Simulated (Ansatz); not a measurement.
# C3H7NO: the cost of one run

The runs use Ansatz 0.2.0, Gaussian basis; the settings change from run to run.

## 1. The relaxed structure

The structure was relaxed beforehand with PBE0-D4 in a triple-zeta def2 set.

12 atoms, charge 0, spin multiplicity 1.

Atoms are counted from 1 here; the program's logs count them from 0.

Bond lengths: C1–C2 1.499 Å, C1–H6 1.094 Å, C1–H7 1.091 Å, C1–H8 1.089 Å, C2–N3 1.413 Å, C2–C4 1.454 Å, C2–O5 1.440 Å, N3–H9 1.013 Å, N3–H10 1.011 Å, C4–O5 1.424 Å, C4–H11 1.088 Å, C4–H12 1.089 Å. Angles: C2–C1–H6 110.2°, C2–C1–H7 110.4°, C2–C1–H8 110.4°, H6–C1–H7 108.2°, H6–C1–H8 108.1°, H7–C1–H8 109.5°, C1–C2–N3 113.6°, C1–C2–C4 121.0°, C1–C2–O5 114.5°, N3–C2–C4 119.6°, N3–C2–O5 118.1°, C4–C2–O5 59.0°, C2–N3–H9 111.0°, C2–N3–H10 111.5°, H9–N3–H10 108.4°, C2–C4–O5 60.0°, C2–C4–H11 120.2°, C2–C4–H12 119.3° and more.

## 2. PBE0-DH/cc-pVTZ-DK

This run has the search for lower states set to off.

The input, in.yaml:

```yaml
crystal:
  periodic: [false, false, false]
  atoms:
    - {symbol: C, position_ang: [-0.943810, 0.954178, -0.288557]}
    - {symbol: C, position_ang: [0.118303, -0.078179, -0.059422]}
    - {symbol: N, position_ang: [0.068178, -1.152992, -0.975587]}
    - {symbol: C, position_ang: [0.686774, -0.288259, 1.262794]}
    - {symbol: O, position_ang: [1.408375, 0.458637, 0.287850]}
    - {symbol: H, position_ang: [-0.848393, 1.378127, -1.292586]}
    - {symbol: H, position_ang: [-1.935234, 0.507118, -0.199759]}
    - {symbol: H, position_ang: [-0.845735, 1.765342, 0.431957]}
    - {symbol: H, position_ang: [0.111464, -0.818658, -1.930515]}
    - {symbol: H, position_ang: [0.830696, -1.800907, -0.829073]}
    - {symbol: H, position_ang: [0.316913, 0.280495, 2.113833]}
    - {symbol: H, position_ang: [1.109568, -1.260201, 1.513067]}
basis:
  gaussian: {orbitals: cc-pVTZ-DK}
hamiltonian: {xc: {name: PBE0-DH}}
scf: {lower_state_search: off}
```

Command:

```console
$ ansatz run in.yaml --threads 4 --pin off --events-out ev --progress --plain --max-ram 10444MiB
```

**Question.** How long does this run take on 4 threads of Arm Neoverse V1, shared host, and how much memory does it need?

About 3.4 s, with a peak of 0.63 GiB.
